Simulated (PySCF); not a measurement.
One molecule, many functionals

Compound: Si2H6.
SMILES: `[SiH3][SiH3]`

Linear-response calculations in the def2-SVPD basis (PySCF; singlets by full response, triplets Tamm–Dancoff, core orbitals frozen in the response; HF means time-dependent Hartree–Fock). 'Strongest' is the level of largest summed f among the singlets computed (10 roots, of which the last may lack a degenerate partner); it can jump between rows when another state enters that window. S1 is the lowest singlet of each run and needn't be the same state throughout; f(S1) is that of one state. Isolated species at its PBE0-D3(BJ)/def2-SVP geometry, gas phase.

```json
{"functional": "LDA", "kind": "LDA", "S1 (eV)": "7.00", "f(S1)": "0.000", "strongest (eV)": "7.25", "T1 (eV)": "6.39", "HOMO (eV)": "-7.33", "gap (eV)": "6.71", "ionisation energy, ΔSCF (eV)": "10.48"}
{"functional": "PBE", "kind": "GGA", "S1 (eV)": "7.06", "f(S1)": "0.000", "strongest (eV)": "7.32", "T1 (eV)": "6.27", "HOMO (eV)": "-7.28", "gap (eV)": "6.78", "ionisation energy, ΔSCF (eV)": "10.37"}
{"functional": "PBE0", "kind": "global hybrid, 25% exact exchange", "S1 (eV)": "7.47", "f(S1)": "0.024", "strongest (eV)": "7.83", "T1 (eV)": "6.45", "HOMO (eV)": "-8.39", "gap (eV)": "8.72", "ionisation energy, ΔSCF (eV)": "10.52"}
{"functional": "BHandHLYP", "kind": "global hybrid, 50% exact exchange", "S1 (eV)": "7.72", "f(S1)": "0.031", "strongest (eV)": "8.18", "T1 (eV)": "6.70", "HOMO (eV)": "-9.41", "gap (eV)": "10.30", "ionisation energy, ΔSCF (eV)": "10.56"}
{"functional": "CAM-B3LYP", "kind": "range-separated hybrid", "S1 (eV)": "7.58", "f(S1)": "0.025", "strongest (eV)": "8.03", "T1 (eV)": "6.64", "HOMO (eV)": "-9.67", "gap (eV)": "10.71", "ionisation energy, ΔSCF (eV)": "10.60"}
{"functional": "wB97X-D", "kind": "range-separated hybrid", "S1 (eV)": "7.56", "f(S1)": "0.024", "strongest (eV)": "8.11", "T1 (eV)": "6.65", "HOMO (eV)": "-10.21", "gap (eV)": "12.10", "ionisation energy, ΔSCF (eV)": "10.58"}
{"functional": "LC-wPBE", "kind": "range-separated hybrid", "S1 (eV)": "7.75", "f(S1)": "0.028", "strongest (eV)": "8.52", "T1 (eV)": "6.63", "HOMO (eV)": "-11.00", "gap (eV)": "13.05", "ionisation energy, ΔSCF (eV)": "10.68"}
{"functional": "HF", "kind": "Hartree–Fock", "S1 (eV)": "8.08", "f(S1)": "0.042", "strongest (eV)": "8.86", "T1 (eV)": "6.73", "HOMO (eV)": "-11.03", "gap (eV)": "13.38", "ionisation energy, ΔSCF (eV)": "not settled"}
```

Task: What does B3LYP (global hybrid, 20% exact exchange) give?

Result: S1 (eV) 7.38, f(S1) 0.001, strongest (eV) 7.66, T1 (eV) 6.52, HOMO (eV) -8.19, gap (eV) 8.28, ionisation energy, ΔSCF (eV) 10.54. S1 runs from 7.00 eV (LDA) to 8.08 eV (HF), a spread of 1.08 eV, while the orbital gap spreads over 6.7 eV. Along PBE (0%), B3LYP (20%), PBE0 (25%), BHandHLYP (50%), HF (100%) S1 rises with the share of exact exchange. −ε(HOMO) comes closest to its own ΔSCF ionisation energy with LC-wPBE (+0.33 eV) and misses most with LDA (-3.15 eV). 'Not settled' means that the ion's SCF failed to converge or may have ended in another state than the lowest.
